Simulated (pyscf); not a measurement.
Thermochemistry of product channels of H₂N–SiH(Cl)–Cl (SMILES N[SiH](Cl)Cl) + HF (SMILES F) on the singlet surface, in kcal/mol, from ωB97M-D3(BJ)/def2-TZVP energies (ideal gas, 1 atm, RRHO with modes under 100 cm⁻¹ raised to 100, one conformer, R ln 2 for chiral ones without a mode under 150 cm⁻¹). PySCF, gas phase, ωB97X-D3(BJ)/def2-SVP geometries.

```
products                                                          ΔE  ΔH(298 K)  ΔG(600 K)  ΔG(1200 K)
-------------------------------------------------------------  -----  ---------  ---------  ----------
NH₃ (SMILES N) + F–SiH(Cl)–Cl (SMILES F[SiH](Cl)Cl)            -18.7      -17.8      -17.6       -16.1
H₂N–Si(F)(Cl)–Cl (SMILES N[Si](F)(Cl)Cl) + H₂ (SMILES [H][H])  -31.4      -34.1      -31.2       -29.5
```

These are energies of the channels, which say nothing of barriers.
